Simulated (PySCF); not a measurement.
Simulated Si 2p region for SiH3(NHMe), `[H][Si]([H])([H])NC`, binding energy against the vacuum level.

Every computed line was given a Gaussian of 0.5 eV full width at half maximum and an area set by the number of equivalent atoms (split 2:1 within a doublet); the highest printed point is 100. The calculation used delta-SCF UKS SCAN, pcX-2 on the ionised atom, pcseg-1 elsewhere, spin-free X2C (PySCF 2.14.0).

(binding energy (eV), intensity): (106.2, 1), (106.3, 2), (106.4, 7), (106.5, 18), (106.6, 39), (106.7, 67), (106.8, 91), (106.9, 100), (107.0, 89), (107.1, 68), (107.2, 51), (107.3, 45), (107.4, 49), (107.5, 51), (107.6, 46), (107.7, 34), (107.8, 20), (107.9, 9), (108.0, 4), (108.1, 1), (108.2, 0)

Problem. How many maxima does the curve show, and how many computed lines lie under it?

Solution. The curve has 2 maxima (at 106.9 and 107.5 eV). Under it lie 2 lines from 1 inequivalent silicon site, drawn as a 2p3/2, 2p1/2 pair.

Problem. Decompose the envelope and assign each component. Bonds: Si1–N5, N5–C6. Hydrogens: H2, H3, H4 on Si1; H7 on N5; H8, H9, H10 on C6.

Solution. 
```tsv
position (eV)	relative area	line	atoms	environment
106.89	0.67	Si 2p3/2	Si1	silicon bonded to N and 3 H
107.51	0.33	Si 2p1/2	Si1	silicon bonded to N and 3 H
```

No satellites, vibrations or lifetime broadening are included. For 2p shells one spin-free hole was relaxed; a mean-field spin–orbit operator and the ground-state splitting of the three 2p orbitals were then diagonalised within the shell. The shell's mean is (2 × 2p3/2 + 2p1/2)/3, and the degeneracies 2j + 1 give areas of 2:1. 2p1/2 minus 2p3/2 (ligand field included): Si 0.62 eV. Isolated species at its PBE0-D3(BJ)/def2-SVP geometry, gas phase.
